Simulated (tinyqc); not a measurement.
Hueckel theory of the pi electrons, for the molecule c1cocn1 (SMILES; centres numbered as the heavy atoms are written), step by step. One step of it, computed by the program tinyqc.

Question. Energy, charges, bond orders. E = sum n x; q_r = z_r - P_rr; bond order p = P_rs; free valence = sqrt(3) - sum of p over the bonds of the atom.

x values: 2.626765  1.476378  0.668999  -0.917689  -1.484453

occupations: 2.000000  2.000000  2.000000  0.000000  0.000000

charge and bond-order matrix P, lower triangle:
```
           1C         2C         3O        4C        5N
1C   1.062563
2C   0.818081   1.021231
3O  -0.183535   0.388224   1.767691
4C  -0.143294  -0.409946   0.432622  0.897402
5N   0.522122  -0.107331  -0.197704  0.783405  1.251113
```

Centres:
```
centre  z_r, pi electrons of the neutral centre         h
1C                                            1  0.000000
2C                                            1  0.000000
3O                                            2  1.940000
4C                                            1  0.000000
5N                                            1  0.430000
```

Bonds:
```
i  j         k
1  2         1
2  3  0.810000
3  4  0.810000
4  5         1
5  1         1
```

Give: pi energy = 6 alpha + this times beta; pi charges; Bond orders and lengths from R = 1.517 - 0.180 p; free valence of the carbons; gap between the highest filled and the next level.

Answer.

pi energy = 6 alpha + this times beta = 9.5443

pi charges: 1C -0.0626, 2C -0.0212, 3O 0.2323, 4C 0.1026, 5N -0.2511

Bond orders and lengths from R = 1.517 - 0.180 p (angstrom, C-C alone):
```
bond       p       R
1-2   0.8181  1.3697
2-3   0.3882       -
3-4   0.4326       -
4-5   0.7834       -
5-1   0.5221       -
```

free valence of the carbons: 1C 0.3918, 2C 0.5257, 4C 0.5160

gap between the highest filled and the next level = 1.5867 |beta|
